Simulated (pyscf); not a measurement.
`[O]=[V]([F])[F]` [doublet] + `[FH]` -> `[O]=[V]([F])([F])[F]` + `[H]` [doublet] (atom transfer; doublet surface; F–H broken, F–V formed). Optimised with ωB97X-D3(BJ)/def2-SVP in PySCF. Energies in kcal/mol from the separated reactants.

```
level                   barrier  reaction energy
----------------------  -------  ---------------
ωB97X-D3(BJ)/def2-TZVP     42.2            +26.1
PBE/def2-TZVP              17.4            +10.5
r²SCAN/def2-TZVP            [?]              [?]
B3LYP-D3(BJ)/def2-TZVP      [?]            +24.0
PBE0-D3(BJ)/def2-TZVP      34.0            +23.3
M06-2X/def2-TZVP           51.5            +37.8
```

**Question.** What belongs in the gaps?

**Answer.** 
- r²SCAN/def2-TZVP, barrier: 19.3
- r²SCAN/def2-TZVP, reaction energy: +12.3
- B3LYP-D3(BJ)/def2-TZVP, barrier: 31.4

The functionals in the table span 34.1 kcal/mol in this barrier, from PBE to M06-2X. On the reactant side the descent ends in an adduct with a F–V contact, 17.4 kcal/mol under the separated species and 59.6 kcal/mol under the saddle at ωB97X-D3(BJ)/def2-TZVP. What is counted as formed (F–V) is already present as a longer contact in the reactant adduct; forming that adduct is a step of its own. One saddle was located; it need not be the lowest between these sides. The angle at the transferred F is 130°. Open-shell species with a d-block atom are single-reference here; other states, and whether the spin sits on metal or ligand, were not checked.
